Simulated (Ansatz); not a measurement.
For 1T (CdI2-type) SnSe2, PBE-D3(BJ) (PAW; Ansatz, a program for electronic structure) gives:

| Item | Value |
|---|---|
| equilibrium lattice constant a | 3.839 Å |
| c axis length | 6.011 Å |
| bulk modulus B0 | 28.2 GPa |

Question: What does r²SCAN+SOC in Ansatz (plane waves, PAW) give for the same quantities?

Answer: 
- lattice constant a: 3.841 Å (is nearly the same)
- lattice parameter c: 6.528 Å (grows by 8.6 %)
- bulk modulus: 12.7 GPa (shrinks by 55 %)

For comparison: lattice parameter c 6.14 Å (measured, temperature not stated, not corrected to a static lattice; as tabulated in Gonzalez and Oleynik (2016), arXiv:1609.04381).

Changes are worked out from the printed values.

Unless a cell is named, each level is at its own relaxed cell (PBE-D3(BJ) 25.57, r²SCAN+SOC 27.81 Å³/atom).

Caveats: for a layered or molecular solid the relaxed cell lies over 5 % above the published volume, where the minimum can be shallow (r²SCAN+SOC); the cell comes from a level without a dispersion term, which matters for the spacing of layers, chains or molecules (r²SCAN+SOC). Ansatz's density-functional and Hartree–Fock values are scalar-relativistic unless marked +SOC, with PAW data made under PBE.
